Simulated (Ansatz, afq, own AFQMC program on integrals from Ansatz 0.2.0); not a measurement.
AFQMC on a folder of integrals that Ansatz 0.2.0 wrote.

```yaml
crystal:
  periodic: [false, false, false]
  atoms:
    - {symbol: C, position_ang: [0.000000, 0.000000, 0.000000]}
    - {symbol: H, position_ang: [0.364650, 0.749992, 0.747980]}
    - {symbol: H, position_ang: [-0.374199, -0.745045, 0.748208]}
    - {symbol: H, position_ang: [-0.362222, 0.746225, -0.752912]}
    - {symbol: H, position_ang: [0.371770, -0.751172, -0.743276]}
basis:
  gaussian: {orbitals: cc-pVDZ}
total_charge: 1
magnetization: {spin_polarized: true, initial_magnetization: 1}
correlation: {method: ccsd_t, electrons: outside_noble_gas, hamiltonian_folder: ham}
```

```sh
$ ansatz run in.yaml --threads 1 --pin off --events-out ev --progress --plain --max-ram 1843MiB
```

Options of the walk:

```
--method free --trial cid --walkers 20 --time-step 0.05 --max-blocks 30 --target-error 0.00064 --factor-cut 0.03 --seed 7489 --times 0.0,0.4,0.8,1.6,2.4 --taylor-order 4
```

Times are imaginary, in 1/Eh. The walk had a cap of 90 s.

```
orbitals 33  electrons 4 3  factors 80 of 301
reference energy -39.76112717 Eh
CCSD correlation -0.15776666 Eh in 9 cycles, weight of the determinant in the CISD state 0.9358
repeat  energy at the last time / Eh  error
    10  -39.923253  0.000477
    20  -39.923189  0.000418
    30  -39.923087  0.000365
time / (1/Eh)  energy / Eh  error  mean overlap
  0.00  -39.918894  0.000141  1.0693
  0.40  -39.921581  0.000185  1.0737
  0.80  -39.922678  0.000291  1.0458
  1.60  -39.923539  0.000389  0.9994
  2.40  -39.923087  0.000365  1.0217
energy -39.923087 +/- 0.000365 Eh
```

The run passed its tests (error under three times the target), which doesn't prove that it has relaxed.

Against this walk (error 9.9 meV) on the same determinant: CCSD(T) 15.6 meV higher (within the noise), CCSDT(Q) 2.7 meV lower (within the noise). The error is statistical, and a free projection of finite length keeps a remainder of its start.

A setting was made bad on purpose (factor cut too coarse), so the walk's energy isn't to be trusted. Here it did no visible harm: the energy meets the surest value within the noise.

Cautions: remainder of the start not in the error; so few walkers bias the energy; the coarse factor cut changes the integrals a little; the time-step error isn't removed.

CCSDT and higher add their correlation energy to the determinant of the CCSD(T) run, since their own runs factorise the integrals more tightly (a shift of under 2 meV). A walk keeps the symmetry of its determinant, which the program's search chose and which needn't be the lowest solution, so a lower state of the same spin and another symmetry isn't excluded.
